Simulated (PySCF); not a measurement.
Working out the ionisation energy of C

C [He] 2s2 2p2 (3P) → C⁺ [He] 2s2 2p1 (2P). Computed with PySCF 2.14 in x2c-TZVPall (5s3p2d1f, 31 functions), with scalar relativity by spin-free X2C-1e. Frozen: 1s2. Energies in hartree (1 hartree = 27.21139 eV):

```
            part   C (lower)  C⁺ (upper)
             UHF  -37.707437  -37.310662
CCSD correlation   -0.086527   -0.073872
             (T)   -0.002030   -0.001135
```

**Question.** What does Hartree-Fock give?

**Answer.** (-37.310662) − (-37.707437) = 0.396775 hartree = 10.797 eV.

**Question.** What do CCSD and CCSD(T) give?

**Answer.** The CCSD correlation energies differ by 0.012655 hartree = 0.344 eV and the triples by 0.000895 hartree = 0.024 eV, so CCSD gives 11.141 eV and CCSD(T) 11.165 eV.

Measured between the centres of the two terms (NIST): 11.262 eV, so CCSD(T) (valence) is off by -0.097 eV.

What remains against the reference includes basis incompleteness, the frozen core and higher excitations.
